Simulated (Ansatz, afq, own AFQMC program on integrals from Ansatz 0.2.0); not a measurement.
Two steps: Ansatz 0.2.0 writes the Fock matrix and Cholesky factors of the valence space, and afq projects on them the lowest state that overlaps trial and start.

```yaml
crystal:
  periodic: [false, false, false]
  atoms:
    - {symbol: Ge, position_ang: [0.000000, 0.000000, 1.143169]}
    - {symbol: Al, position_ang: [0.000000, 0.000000, -5.208831]}
    - {symbol: H, position_ang: [0.000000, -1.261304, 2.032831]}
    - {symbol: H, position_ang: [0.000000, 1.261304, 2.032831]}
basis:
  gaussian: {orbitals: cc-pVDZ}
magnetization: {spin_polarized: true, initial_magnetization: 3}
correlation: {method: ccsd_t, electrons: outside_noble_gas, hamiltonian_folder: ham}
```

```sh
$ ansatz run in.yaml --threads 1 --pin off --events-out ev --progress --plain --max-ram 1382MiB
```

afq runs on the folder ham with

```
--method phaseless --trial hf --walkers 120 --populations 1 --least-time 40 --time-step 0.005 --steps-per-block 20 --equilibration-blocks 160 --max-blocks 600 --target-error 0.00216 --factor-cut 1e-05 --start spin_pure --seed 3813 --taylor-order 6
```

Times are imaginary, in 1/Eh. The walk had a cap of 1002 s. Filled inner d shells are frozen with the cores.

```
orbitals 36  electrons 6 3  factors 246 of 595
reference energy -2318.30101393 Eh
CCSD correlation -0.13741544 Eh in 11 cycles, weight of the determinant in the CISD state 0.8806
energy of the start -2318.301163 Eh
 block  time / (1/Eh)  mean weight  energy / Eh
     1     0.100  0.9991  -2318.320383
     2     0.200  1.0008  -2318.334790
     3     0.300  1.0017  -2318.346053
     4     0.400  1.0008  -2318.355529
     5     0.500  1.0009  -2318.366201
     7     0.700  1.0002  -2318.380043
     9     0.900  0.9993  -2318.388164
    15     1.500  1.0006  -2318.415206
    43     4.300  1.0012  -2318.432320
    71     7.100  1.0005  -2318.455508
    99     9.900  0.9998  -2318.455033
   127    12.700  0.9990  -2318.433773
   155    15.500  1.0020  -2318.461788
   169    16.900  0.9989  -2318.423393
   183    18.300  1.0000  -2318.435247
   211    21.100  0.9995  -2318.444392
   239    23.900  0.9994  -2318.439214
   267    26.700  0.9989  -2318.428514
   295    29.500  1.0011  -2318.441271
   323    32.300  1.0019  -2318.447788
   351    35.100  0.9983  -2318.431921
   379    37.900  1.0009  -2318.431081
   407    40.700  1.0000  -2318.443225
   435    43.500  1.0002  -2318.442459
   463    46.300  1.0006  -2318.424122
   491    49.100  1.0010  -2318.449072
   519    51.900  1.0001  -2318.446865
   547    54.700  1.0012  -2318.434572
blocks merged  error / Eh  count
     1  0.000429  400
     2  0.000577  200
     4  0.000752  100
     8  0.000962  50
    16  0.001176  25
    32  0.001282  12
energy -2318.438228 +/- 0.001176 Eh
(rows thinned)
```

(1) Estimate how long the walk took on 1 thread of Intel(R) Xeon(R) 6975P-C (Granite Rapids), with other jobs on the host.

The run passed its tests (sampling time, drift between the halves within three errors, error under three times the target), which doesn't prove that it has relaxed. The second half of the sampling lies below the first by 2.0 errors of their difference, so the energy may still be moving and its error bar be too small.

Against this walk (error 32.0 meV) on the same determinant: CCSD(T) 71.9 meV lower, CCSDT(Q) 97.6 meV lower. The error is statistical and leaves out the bias of the constraint. CCSDT(Q) is the surest value here, so the walk's 98 meV above it is most likely the bias of the constraint with this trial, which can have either sign.

Cautions: constraint bias not in the error; no relativity below Rb; no spin-orbit coupling; inner d shell frozen; lower spins were not checked.

## Answers

(1) 100 s of wall time.

CCSDT and higher add their correlation energy to the determinant of the CCSD(T) run, since their own runs factorise the integrals more tightly (a shift of under 2 meV). A walk keeps the symmetry of its determinant, which the program's search chose and which needn't be the lowest solution, so a lower state of the same spin and another symmetry isn't excluded.
